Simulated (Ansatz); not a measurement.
# AlO+ (triplet): the correlation ladder, cc-pVDZ

An exercise on one series of results from a longer session: the logs are not shown, and one member is left open.

Program: Ansatz 0.2.0, Gaussian basis. Level of theory: cc-pVDZ, core rule «outside noble gas», up to 6 orbitals frozen. These are calculated values, not measurements.

The runs, in order: UHF; CCSD(T) on ROHF; CCSD(T) on UHF; BCCD(T) on ROHF; CISD; CCSDT(Q) on ROHF; CCSDT(Q) on UHF; CISDTQ; CCSDTQ on ROHF; CCSDTQ on UHF; Full CI.

13 further runs of the same task are left out: 8 for a known fault of the program, 5 set aside as unsound or not needed.

### The geometry

The geometry is a PBE0/def2-TZVP stationary point (not a proven minimum) of the parent state, kept for this charge and spin.

2 atoms, charge 1, spin multiplicity 3.

Atoms are counted from 1 here; the program's logs count them from 0.

Bond lengths: Al1–O2 1.784 Å.

Set-up of the first run:

File in.yaml:

```yaml
crystal:
  periodic: [false, false, false]
  atoms:
    - {symbol: Al, position_ang: [0.000000, 0.000000, 0.000000]}
    - {symbol: O, position_ang: [0.000000, 0.000000, 1.784100]}
basis:
  gaussian: {orbitals: cc-pVDZ}
total_charge: 1
magnetization: {spin_polarized: true, initial_magnetization: 2}
hamiltonian: {xc: hf}
output: {orbitals: {seedname: orbitals}}
```

Run with:

```bash
$ ansatz run in.yaml --threads 1 --pin off --events-out ev --progress --plain --max-ram 3328MiB --backend cpu
```

Among the steps run: UHF; CCSD(T) on ROHF; CCSD(T) on UHF; BCCD(T) on ROHF; CISD; CCSDT(Q) on ROHF; CCSDT(Q) on UHF; CISDTQ; CCSDTQ on ROHF; CCSDTQ on UHF; Full CI.

One table of the session follows, with a row left open; its other results are not shown here.

| method | from FCI (kJ/mol) |
| --- | --- |
| ROHF | +507.4 |
| UHF | +489.5 |
| RMP2 | +58.4 |
| UMP2 | +58.5 |
| CISD | +36.6 |
| RCCSD | +17.8 |
| UCCSD | +16.6 |
| RCCSD(T) | +3.4 |
| UCCSD(T) | +3.5 |
| BCCD(T) | +3.9 |
| RCCSDT | +1.2 |
| UCCSDT | +1.1 |
| CISDTQ | +1.0 |
| RCCSDT(Q) | +0.1 |
| UCCSDT(Q) | -0.5 |
| RCCSDTQ | ? |
| UCCSDTQ | -0.2 |
| FCI | 0 |

Estimate the missing values for RCCSDTQ.

The run gave: from FCI (kJ/mol): -0.1. In the column «from FCI (kJ/mol)» it lies between UCCSDTQ (-0.2) and FCI (0).

Caveats from the session: UCCSDT(Q), UCCSDTQ fall below full CI: unrestricted runs freeze a spin-polarised core, another one than full CI's, and coupled cluster isn't variational. Levels on UHF freeze UHF's core orbitals, full CI those of ROHF, so the U rows can settle a little off it for that reason alone. Restricted and unrestricted rows rest on different reference determinants; where their highest levels disagree by more than a few hundredths of an eV, they describe different states and don't form one ladder.
